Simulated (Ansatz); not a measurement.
2H MoS₂ was calculated with PBE-D3(BJ) in Ansatz (plane waves, PAW).

Numerical settings: plane-wave cutoff 520 eV, 12×12×4 k mesh (along the axes of the cell as run), Fermi–Dirac smearing 0.01 eV, no spin polarisation, scalar-relativistic PAW data made under PBE.

Computed at the level's own relaxed cell.

**Question.** Give the computed bulk modulus, equilibrium volume per atom and pressure derivative B′ of the bulk modulus.

**Answer.** 
- bulk modulus = 47.6 GPa
- equilibrium volume per atom = 17.31 Å³/atom
- pressure derivative B′ of the bulk modulus = 11.7

Measured, for comparison: bulk modulus 53.4 ± 1 GPa (room temperature, no zero-point or thermal correction; as tabulated in Equation of State Measurement of Molybdenum Disulfide, J. Phys. Chem. Solids 67 …). Computed (rounded) less measured: bulk modulus -11 %.

Note: the bulk modulus comes from volumes at which shape and atoms were relaxed.

Computed values are for the static lattice.

Ansatz is a quantum-chemistry and plane-wave program.
